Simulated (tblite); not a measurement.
Species: C4H4S (charge -1 and doublet state).
Cartesian coordinates in Å at the GFN2-xTB level; atoms count from 1:
```xyz
9
C4H4S angstrom
C     -1.618    0.147   -0.004
C     -0.295    0.346   -0.094
C      0.718   -0.632    0.160
C      2.042   -0.440    0.072
S      3.094    0.766   -0.296
H     -2.029   -0.812    0.278
H     -2.335    0.929   -0.209
H      0.072    1.327   -0.381
H      0.364   -1.624    0.450
```

Calculated harmonic vibrations of the isolated species, GFN2-xTB (tblite), most abundant isotopes, no scaling. Against measured fundamentals such values can be off by several per cent, at times by over 20. One conformer, not necessarily the lowest. Open shells enter through the occupations alone, without spin polarisation, and single modes of such species can be off by tens of per cent.

Harmonic wavenumbers (cm⁻¹): 126.2, 141.5, 294.2, 340.9, 578.1, 609.7, 725.6, 774.8, 815.8, 960.7, 1001.6, 1173.5, 1260.2, 1307.2, 1430.1, 1572.1, 1629.2, 2897.7, 3011.9, 3042.7, 3056.8.

A = 18320, B = 1816, C = 1652 MHz; mass 84.003 u (most abundant isotopes); point group Cs, symmetry number 1; spin multiplicity 2.

**Question.** What is the zero-point energy?

**Answer.** Half the sum of the wavenumbers: 13375 cm⁻¹ = 38.24 kcal/mol.

**Question.** What is S at 273.15 K and 1 bar for an ideal gas of classical rigid rotors and harmonic oscillators?

**Answer.** Translation 38.79, rotation 25.91, vibration 9.33, spin (R ln 2) 1.38: S = 75.4 cal/(mol K).

**Question.** And Cp and H(273.15 K) − H(0)?

**Answer.** Cp = 19.65 cal/(mol K), of which vibrations give 11.70 (their classical limit is 21 R = 41.7); H(273.15 K) − H(0) = 3.66 kcal/mol without the zero-point energy, 1.49 from vibrations.

**Question.** Which modes carry the vibrational entropy at 273.15 K?

**Answer.** 126.2 cm⁻¹: 2.83; 141.5 cm⁻¹: 2.62; 294.2 cm⁻¹: 1.30; 340.9 cm⁻¹: 1.07; 578.1 cm⁻¹: 0.40; 609.7 cm⁻¹: 0.35 cal/(mol K); the other 15 give 0.76 together.

**Question.** Blend soft modes into free rotors: weight 1/[1 + (100 cm⁻¹/ν̃)⁴] for the oscillator and the rest for a rotor with moment μB/(μ + B), μ = h/(8π²ν), B = 10⁻⁴⁴ kg m². What vibrational entropy results?

**Answer.** 9.22 cal/(mol K) in place of 9.33, which changes −T·S at 273.15 K by +0.03 kcal/mol.

**Question.** How do the functions run with temperature in this model?

**Answer.** 
```csv
T (K),S (cal/(mol K)),Cp (cal/(mol K)),H − H(0) (kcal/mol),G − H(0) (kcal/mol),ln q(vib)
150,65.5,14.0,1.59,-8.23,0.76
250,73.7,18.6,3.22,-15.21,1.71
298.15,77.2,20.8,4.17,-18.84,2.20
400,83.9,25.1,6.51,-27.05,3.25
600,95.4,31.5,12.22,-45.02,5.35
900,109.4,37.5,22.65,-75.82,8.37
```

q(vib) and H(0) count from the zero-point level.

**Question.** What must be added to the electronic energy to get the Gibbs energy at 273.15 K and 1 bar?

**Answer.** ZPE + [H(273.15 K) − H(0)] − T·S = 38.24 + 3.66 − 20.60 = 21.30 kcal/mol.

Hindered rotation and anharmonicity are outside this model. Other conformers, if any are populated, would add a mixing term that is left out.
